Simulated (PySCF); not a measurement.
## Functional dependence of a UV spectrum

Compound: ethyl propyl ether, C5H12O.
Z-matrix (Å and degrees, PBE0-D3(BJ)/def2-SVP geometry), rows numbered from 1:
```
C 
C   1  1.5190
C   2  1.5133  1  112.92
O   3  1.3961  2  109.30  1  -179.98
C   4  1.3972  3  113.95  2   179.67
C   5  1.5097  4  109.06  3  -179.38
H   1  1.1021  2  111.51  3   -59.67
H   1  1.0999  2  111.35  3  -179.61
H   1  1.1022  2  111.55  3    60.39
H   2  1.1026  1  110.63  3  -121.39
H   2  1.1026  1  110.60  3   121.35
H   3  1.1121  2  110.07  1    58.41
H   3  1.1120  2  110.11  1   -58.33
H   5  1.1111  4  110.39  3   -57.92
H   5  1.1112  4  110.38  3    59.18
H   6  1.1001  5  110.47  4   -59.82
H   6  1.0999  5  110.77  4   179.89
H   6  1.1001  5  110.43  4    59.60
```

Linear-response calculations in the def2-SVPD basis (PySCF; singlets by full response, triplets Tamm–Dancoff, core orbitals frozen in the response; HF means time-dependent Hartree–Fock). 'Strongest' is the level of largest summed f among the singlets computed (10 roots, of which the last may lack a degenerate partner); it can jump between rows when another state enters that window. S1 is the lowest singlet of each run and needn't be the same state throughout; f(S1) is that of one state. Geometry: PBE0-D3(BJ)/def2-SVP, one conformer, isolated molecule.

```
functional                               kind  S1 (eV)  f(S1)  strongest (eV)  T1 (eV)  HOMO (eV)  gap (eV)  ionisation energy, ΔSCF (eV)
       PBE                                GGA     5.93  0.014            7.90     5.82      -5.80      5.91                          9.21
     B3LYP  global hybrid, 20% exact exchange     6.70  0.023            7.75     6.56      -7.14      7.65                          9.56
      PBE0  global hybrid, 25% exact exchange     6.95  0.025            8.02     6.76      -7.35      8.16                          9.50
 BHandHLYP  global hybrid, 50% exact exchange     7.70  0.033            8.83     7.48      -8.90     10.18                          9.59
 CAM-B3LYP             range-separated hybrid     7.17  0.029            8.25     6.98      -8.82     10.25                          9.67
   wB97X-D             range-separated hybrid     7.40  0.033            8.50     7.34      -9.28     11.75                          9.62
   LC-wPBE             range-separated hybrid     7.75  0.032            8.85     7.47     -10.09     12.63                          9.75
```

S1 runs from 5.93 eV (PBE) to 7.75 eV (LC-wPBE), a spread of 1.81 eV, while the orbital gap spreads over 6.7 eV. Along PBE (0%), B3LYP (20%), PBE0 (25%), BHandHLYP (50%) S1 rises with the share of exact exchange. −ε(HOMO) comes closest to its own ΔSCF ionisation energy with wB97X-D (-0.33 eV) and misses most with PBE (-3.41 eV).
